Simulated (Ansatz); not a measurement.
Energy needed to pull apart AlSiH$_{2}$O (SMILES O=[SiH][AlH]), doublet, into free ground-state atoms, from the structure below (displaced at random from a GFN2-xTB minimum); no zero-point or spin–orbit terms; open-shell atoms are treated unrestricted, in their ground-state multiplicity.

```
atom    x (Å)    y (Å)    z (Å)
  O1  -1.0766  -1.6652   0.9558
 Si2  -0.6605  -0.5494   0.0269
 Al3   1.4230   0.6872   0.6139
  H4  -1.4758  -0.2092  -1.0855
  H5   1.7282   1.7995  -0.4475
```

Computed with Ansatz 0.2.0 (basis: def2-TZVPP); correlated methods freeze the cores; orbitals are unrestricted.

```json
{"method": "PBE-D4", "atomization energy (eV)": "14.06"}
{"method": "r2SCAN-D4", "atomization energy (eV)": "13.97"}
{"method": "PBE0-D4", "atomization energy (eV)": "13.56"}
{"method": "r2SCAN0-D4", "atomization energy (eV)": "?"}
{"method": "BHLYP-D4", "atomization energy (eV)": "13.12"}
{"method": "wB97M-V", "atomization energy (eV)": "13.73"}
{"method": "HF", "atomization energy (eV)": "9.07"}
{"method": "MP2", "atomization energy (eV)": "?"}
{"method": "CCSD", "atomization energy (eV)": "12.94"}
{"method": "CCSD(T)", "atomization energy (eV)": "13.28"}
```

Q: What does r2SCAN0-D4 give? (An estimate is asked for; the value comes from the calculation.)

A: Computed: 13.47 eV, which is about 0.19 eV more than CCSD(T)/def2-TZVPP.

Q: What does MP2 give? (An estimate is asked for; the value comes from the calculation.)

A: The calculation gives: 13.73 eV, which is about 0.44 eV more than CCSD(T)/def2-TZVPP.

In triple zeta the MP2 and coupled-cluster atomization energies are still short of their basis limit by a few kcal/mol a bond, whereas those of the functionals are nearly converged, so these differences are not deviations from converged CCSD(T).

No T1 diagnostic of these runs exceeds 0.024. ⟨S²⟩ of the unrestricted Hartree–Fock references: 0.76 (a pure state has 0.75).

For scale, one of the runs: CCSD(T)/def2-TZVPP forces, 143 basis functions (an equivalent command: `ansatz run in.yaml --threads 4`). Time: 46 s of wall clock on 4 CPU threads; the host was shared. Peak host memory: 3.1 GiB.
